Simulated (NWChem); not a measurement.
Species: nitrous oxide (N2O); SMILES N#[N+][O-]

All runs: NWChem. Pople sets run with spherical d functions. The geometry was optimised at PBE-D3(BJ)/def2-SVP. Level: M05-2X/6-31G* with SMD (1 M gas to 1 M solution), gas-phase geometry.

```json
[
 {"solvent": "water", "dielectric constant": "78.4", "solvation free energy (kcal/mol)": "0.3", "cavity-dispersion-structure term (kcal/mol)": "2.2", "dipole in solution (D)": "0.25"},
 {"solvent": "N,N-dimethylformamide", "dielectric constant": "37.2", "solvation free energy (kcal/mol)": "1.6", "cavity-dispersion-structure term (kcal/mol)": "2.8", "dipole in solution (D)": "0.13"},
 {"solvent": "chloroform", "dielectric constant": "4.71", "solvation free energy (kcal/mol)": "1.8", "cavity-dispersion-structure term (kcal/mol)": "3.0", "dipole in solution (D)": "0.15"},
 {"solvent": "1-propanol", "dielectric constant": "20.5", "solvation free energy (kcal/mol)": "2.6", "cavity-dispersion-structure term (kcal/mol)": "4.4", "dipole in solution (D)": "0.22"}
]
```
